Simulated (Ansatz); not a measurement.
Two shapes of singlet C6.

Shape 1:

```xyz
6

C     1.3100    0.0000    0.0000
C     0.6550    1.1345    0.0000
C    -0.6550    1.1345    0.0000
C    -1.3100    0.0000    0.0000
C    -0.6550   -1.1345    0.0000
C     0.6550   -1.1345    0.0000
```

Shape 2:

```xyz
6

C     0.0000    0.0000    0.0000
C     0.0000    0.0000    1.3100
C     0.0000    0.0000    2.6000
C     0.0000    0.0000    3.8800
C     0.0000    0.0000    5.1700
C     0.0000    0.0000    6.4800
```

Basis set: cc-pVDZ (spherical functions). Left uncorrelated: 6 orbitals. Charge 0, multiplicity 1.

Computed with Ansatz (development build ahead of 0.2.0); the reference of a correlated method needn't be the lowest determinant of its kind.

Task: Which shape is lower in energy, and by how much in each method?

Result:

| method | E(2) − E(1) (eV) |
| --- | --- |
| RHF-CCSD | -0.225 |
| RHF-CCSD(T) | 0.167 |

The methods disagree on the order. Caution: large share of triples, a single reference is doubtful; the reference determinant was not shown to be the lowest; no unrestricted run beside it, a lower state can exist.
